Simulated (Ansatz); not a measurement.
Born–Oppenheimer molecular dynamics of BH₇NSi (10 atoms, charge 0, multiplicity 2). It starts at the highest image of a converged band. Of that band: A structure lower than the first end lies on the path between it and the top, so the climb from that side starts below the end, which may itself be a saddle point or a shallow side well. A vibrational analysis at the climbing image gives one clearly imaginary mode, 682i cm⁻¹: a first-order saddle point.

Theory: Ansatz, UKS B3LYP/6-31G*.

```
ensemble                      : NVE (velocity Verlet)
time step                     : 0.5 fs
steps asked                   : 200
starting velocities drawn for : 100 K
seed                          : 10730
```

Frames 1 fs apart, positions in Å, forces in eV/Å.

Velocities at 5 fs (Å/ps):

```
B -0.10 -1.46 1.72
H 0.18 -1.60 2.96
N -0.93 2.53 1.53
H 3.17 -5.65 8.99
H 1.26 -7.82 -2.83
H -2.88 -9.72 8.67
Si 0.48 0.65 -2.56
H -6.43 0.49 0.86
H -6.11 -9.60 9.31
H 11.50 -3.79 3.52
```

```xyz
10
Properties=species:S:1:pos:R:3:forces:R:3 time_fs=5 energy_less_start_eV=0.041 T=60
B -0.036 -0.117 -0.129 -0.31 0.10 -0.16
H -0.114 -0.454 1.512 0.04 0.04 -0.21
N 1.246 0.021 -0.632 0.46 -0.32 0.08
H 2.005 -0.586 -0.326 -0.16 0.12 -0.09
H 1.552 0.653 -1.366 -0.17 0.12 0.04
H -0.975 0.569 -0.436 0.15 -0.07 -0.02
Si 0.013 -0.119 3.045 0.28 0.66 0.69
H -0.728 -1.103 3.852 -0.26 -0.22 0.11
H 1.444 -0.209 3.505 -0.19 0.05 -0.22
H -0.491 1.273 3.405 0.15 -0.49 -0.23
10
Properties=species:S:1:pos:R:3:forces:R:3 time_fs=6 energy_less_start_eV=0.045 T=57
B -0.036 -0.118 -0.128 -0.23 0.04 -0.13
H -0.114 -0.455 1.514 0.05 0.04 -0.24
N 1.246 0.024 -0.631 0.67 -0.61 0.27
H 2.007 -0.590 -0.318 -0.40 0.34 -0.21
H 1.552 0.646 -1.369 -0.14 0.19 -0.03
H -0.977 0.559 -0.427 0.07 0.00 -0.07
Si 0.013 -0.118 3.042 0.22 0.45 0.80
H -0.736 -1.103 3.853 -0.20 -0.13 0.03
H 1.437 -0.218 3.513 -0.13 0.04 -0.22
H -0.479 1.267 3.407 0.10 -0.36 -0.21
10
Properties=species:S:1:pos:R:3:forces:R:3 time_fs=7 energy_less_start_eV=0.047 T=55
B -0.037 -0.120 -0.126 -0.13 -0.03 -0.10
H -0.113 -0.456 1.514 0.06 0.04 -0.26
N 1.245 0.026 -0.629 0.69 -0.72 0.36
H 2.005 -0.592 -0.311 -0.46 0.41 -0.26
H 1.552 0.641 -1.371 -0.11 0.22 -0.06
H -0.979 0.549 -0.419 -0.03 0.07 -0.11
Si 0.014 -0.117 3.040 0.13 0.15 0.88
H -0.745 -1.105 3.855 -0.13 -0.03 -0.06
H 1.429 -0.227 3.519 -0.04 0.04 -0.21
H -0.466 1.257 3.408 0.02 -0.17 -0.18
10
Properties=species:S:1:pos:R:3:forces:R:3 time_fs=8 energy_less_start_eV=0.048 T=54
B -0.037 -0.121 -0.124 -0.03 -0.09 -0.06
H -0.111 -0.457 1.511 0.06 0.04 -0.27
N 1.245 0.027 -0.627 0.52 -0.62 0.31
H 1.999 -0.590 -0.307 -0.31 0.32 -0.23
H 1.550 0.638 -1.375 -0.11 0.20 -0.03
H -0.981 0.539 -0.412 -0.11 0.14 -0.15
Si 0.014 -0.116 3.038 0.03 -0.18 0.90
H -0.756 -1.107 3.856 -0.05 0.08 -0.15
H 1.421 -0.236 3.523 0.07 0.02 -0.19
H -0.453 1.246 3.406 -0.07 0.08 -0.12
10
Properties=species:S:1:pos:R:3:forces:R:3 time_fs=9 energy_less_start_eV=0.052 T=50
B -0.038 -0.123 -0.123 0.05 -0.11 -0.02
H -0.109 -0.457 1.506 0.07 0.04 -0.27
N 1.246 0.028 -0.625 0.19 -0.34 0.13
H 1.990 -0.584 -0.305 0.00 0.10 -0.12
H 1.547 0.636 -1.379 -0.12 0.14 0.04
H -0.984 0.531 -0.407 -0.16 0.18 -0.18
Si 0.015 -0.115 3.037 -0.06 -0.51 0.87
H -0.767 -1.108 3.856 0.02 0.17 -0.23
H 1.413 -0.244 3.526 0.17 0.01 -0.16
H -0.440 1.236 3.404 -0.16 0.32 -0.06
10
Properties=species:S:1:pos:R:3:forces:R:3 time_fs=10 energy_less_start_eV=0.060 T=42
B -0.039 -0.124 -0.122 0.07 -0.10 0.02
H -0.107 -0.457 1.498 0.07 0.04 -0.26
N 1.246 0.029 -0.623 -0.20 0.00 -0.09
H 1.981 -0.578 -0.305 0.37 -0.17 0.02
H 1.542 0.637 -1.382 -0.13 0.07 0.12
H -0.988 0.525 -0.404 -0.15 0.18 -0.20
Si 0.016 -0.115 3.036 -0.13 -0.76 0.81
H -0.778 -1.108 3.853 0.07 0.23 -0.28
H 1.407 -0.253 3.526 0.26 0.00 -0.13
H -0.429 1.229 3.401 -0.22 0.53 -0.01
10
Properties=species:S:1:pos:R:3:forces:R:3 time_fs=11 energy_less_start_eV=0.066 T=37
B -0.039 -0.126 -0.120 0.04 -0.06 0.06
H -0.103 -0.456 1.488 0.07 0.03 -0.25
N 1.247 0.030 -0.620 -0.48 0.24 -0.25
H 1.976 -0.574 -0.304 0.63 -0.36 0.11
H 1.537 0.637 -1.385 -0.13 0.01 0.18
H -0.994 0.520 -0.402 -0.09 0.14 -0.19
Si 0.016 -0.114 3.035 -0.18 -0.88 0.72
H -0.789 -1.105 3.848 0.10 0.25 -0.29
H 1.403 -0.261 3.526 0.31 -0.01 -0.10
H -0.420 1.226 3.397 -0.26 0.63 0.02
10
Properties=species:S:1:pos:R:3:forces:R:3 time_fs=12 energy_less_start_eV=0.059 T=43
B -0.040 -0.128 -0.119 -0.03 0.01 0.10
H -0.099 -0.455 1.475 0.06 0.03 -0.24
N 1.247 0.031 -0.618 -0.54 0.25 -0.26
H 1.977 -0.572 -0.302 0.64 -0.34 0.10
H 1.530 0.638 -1.385 -0.11 -0.01 0.18
H -1.001 0.517 -0.402 0.00 0.08 -0.18
Si 0.017 -0.114 3.034 -0.19 -0.84 0.64
H -0.798 -1.101 3.840 0.09 0.23 -0.27
H 1.402 -0.269 3.524 0.32 -0.02 -0.09
H -0.413 1.230 3.394 -0.24 0.62 0.02
10
Properties=species:S:1:pos:R:3:forces:R:3 time_fs=13 energy_less_start_eV=0.042 T=59
B -0.040 -0.129 -0.117 -0.10 0.09 0.15
H -0.095 -0.454 1.460 0.05 0.01 -0.24
N 1.247 0.032 -0.616 -0.37 0.02 -0.12
H 1.983 -0.574 -0.299 0.40 -0.12 0.00
H 1.522 0.639 -1.384 -0.06 0.00 0.13
H -1.008 0.515 -0.404 0.11 0.01 -0.16
Si 0.017 -0.114 3.033 -0.17 -0.66 0.55
H -0.807 -1.093 3.829 0.06 0.18 -0.22
H 1.404 -0.278 3.522 0.28 -0.01 -0.08
H -0.409 1.240 3.392 -0.19 0.48 0.00
10
Properties=species:S:1:pos:R:3:forces:R:3 time_fs=14 energy_less_start_eV=0.026 T=75
B -0.041 -0.131 -0.116 -0.16 0.16 0.22
H -0.090 -0.453 1.442 0.04 -0.01 -0.26
N 1.247 0.033 -0.615 -0.10 -0.31 0.09
H 1.994 -0.577 -0.296 0.04 0.18 -0.15
H 1.514 0.640 -1.382 -0.01 0.04 0.04
H -1.014 0.512 -0.407 0.21 -0.06 -0.15
Si 0.018 -0.114 3.033 -0.10 -0.36 0.47
H -0.815 -1.085 3.817 0.01 0.10 -0.15
H 1.409 -0.287 3.519 0.19 -0.01 -0.08
H -0.406 1.254 3.389 -0.11 0.26 -0.04
10
Properties=species:S:1:pos:R:3:forces:R:3 time_fs=15 energy_less_start_eV=0.017 T=84
B -0.041 -0.133 -0.114 -0.18 0.23 0.31
H -0.085 -0.452 1.422 0.02 -0.03 -0.29
N 1.246 0.034 -0.613 0.13 -0.59 0.25
H 2.004 -0.578 -0.295 -0.27 0.43 -0.25
H 1.506 0.641 -1.379 0.04 0.08 -0.05
H -1.017 0.509 -0.412 0.27 -0.10 -0.14
Si 0.018 -0.115 3.033 -0.01 -0.02 0.39
H -0.823 -1.075 3.803 -0.06 0.00 -0.05
H 1.416 -0.295 3.515 0.08 0.01 -0.09
H -0.405 1.270 3.386 -0.02 0.01 -0.08
10
Properties=species:S:1:pos:R:3:forces:R:3 time_fs=16 energy_less_start_eV=0.010 T=91
B -0.042 -0.134 -0.112 -0.14 0.27 0.42
H -0.079 -0.451 1.400 0.00 -0.07 -0.35
N 1.246 0.035 -0.611 0.21 -0.70 0.30
H 2.012 -0.576 -0.296 -0.41 0.53 -0.28
H 1.498 0.643 -1.377 0.06 0.09 -0.10
H -1.018 0.505 -0.418 0.28 -0.13 -0.14
Si 0.018 -0.115 3.033 0.11 0.32 0.32
H -0.832 -1.065 3.788 -0.14 -0.10 0.04
H 1.423 -0.304 3.510 -0.03 0.02 -0.09
H -0.404 1.287 3.382 0.06 -0.23 -0.11
```

Of the whole run (100 fs, mean temperature of the second half 646 K): The conserved energy stayed within 0.25 meV per atom of its start (net change 0.0046 meV per atom), so the integration is sound. The kinetic energy rose, since the run started high on the potential surface and went downhill. It ends in pieces (BH4N + H3Si), so much of that is their flight and rotation, not heat. A run of 0.1 ps of so small a system gives no equilibrium averages.

Run time: 10 min on 1 thread of Arm Neoverse V1, with other jobs on the host, peak memory 0.15 GiB.
